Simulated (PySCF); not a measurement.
**Core-level binding energies of isocyanogen**

Isocyanogen, C2N2.
Geometry (GFN2-xTB, Å), atoms numbered from 1 in this order:
```
atom  x, y, z in Å
C1    -1.6660   -0.6374    0.6270
N2    -0.5871   -0.2247    0.4264
C3     0.6048    0.2317    0.2047
N4     1.6585    0.6352    0.0086
```

Method: delta-SCF UKS SCAN, pcX-2 on the ionised atom, pcseg-1 elsewhere, spin-free X2C in PySCF 2.14.0. Each binding energy is the total energy of the core-ionised species, with the hole localised on one atom, minus that of the ground state; both are solved self-consistently, so orbital relaxation is included.

Problem. What binding energy does each computed site have?

Solution. 
| atom(s) | bonded to | level | binding energy (eV) | above the level's lowest (eV) | count |
| --- | --- | --- | --- | --- | --- |
| N2 | C (triple bond) and C | N 1s | 409.02 | +2.45 | 1 |
| C3 | N (triple bond) and N | C 1s | 295.02 | 0.00 | 1 |
| N4 | C (triple bond) | N 1s | 406.57 | 0.00 | 1 |

Lowest listed N 1s: N4, bonded to C (triple bond). Highest, 2.45 eV above it: N2, bonded to C (triple bond) and C.

Problem. Which photon energy gives electrons from N 1s of N2 (atom 2) a kinetic energy of 100 eV, and what is their de Broglie wavelength?

Solution. hν = 409.02 + 100 = 509.02 eV, recoil neglected; λ = 12.264 Å/√(E/eV) = 1.23 Å.

The list is incomplete; no value stands for C 1s of C1 (hole states with ⟨S²⟩ of 1 or more are left out). Isolated species at its GFN2-xTB geometry, gas phase.

Hardware: one thread, Arm Neoverse V1 (shared host). Cost: 6.0 s of wall time.
